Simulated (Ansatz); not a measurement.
Frontier orbitals of C$_{3}$H$_{3}$FO, SMILES `OCC#CF`.

```xyz
8

O    -0.584    1.356    0.904
C     0.475    0.509    0.518
C     0.045   -0.630   -0.290
C    -0.326   -1.539   -0.971
F    -0.718   -2.514   -1.689
H    -1.071    1.605    0.114
H     1.250    1.062   -0.030
H     0.929    0.150    1.444
```

Charge 0, multiplicity 1. All single points use the PBE0-D4/def2-TZVP geometry. It is one conformer, not always the lowest. Basis def2-TZVPP, Ansatz.

```tsv
functional	HOMO (eV)	LUMO (eV)	gap (eV)
PBE	-6.38	-0.32	6.06
B97M-V	-6.72	0.03	6.75
PBE0	-7.81	0.63	8.44
r2SCANh	-7.20	0.47	7.67
ωB97M-V	-10.10	2.27	12.37
```

Against PBE, PBE0 changes HOMO and LUMO by −1.43 and +0.95 eV, ωB97M-V by −3.72 and +2.59 eV. A gap of 6.06 eV thus becomes 12.37 eV for the same molecule, so an orbital gap means little without its functional. A positive LUMO is unbound and depends on the basis.
